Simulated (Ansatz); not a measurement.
Frontier orbitals of C$_{2}$H$_{4}$F$_{2}$O (`OC(F)CF`).

The species carries charge 0 and has multiplicity 1. All single points use the PBE0-D4/def2-TZVP geometry. It is one conformer, not always the lowest. Basis def2-TZVPP, Ansatz.

```
functional  HOMO (eV)  LUMO (eV)  gap (eV)
       PBE      -7.46       0.03      7.49
      PBE0      -9.20       1.06     10.26
   r2SCANh      -8.49       0.96      9.45
   ωB97M-V     -11.65       2.70     14.35
```

A quarter of exact exchange (PBE0) shifts PBE's HOMO by −1.74 eV and its LUMO by +1.02 eV; full exchange at long range (ωB97M-V) shifts them by −4.18 and +2.67 eV. The gap opens from 7.50 to 14.35 eV, since occupied levels lose self-interaction and empty ones feel all the electrons. A positive LUMO is unbound and depends on the basis.
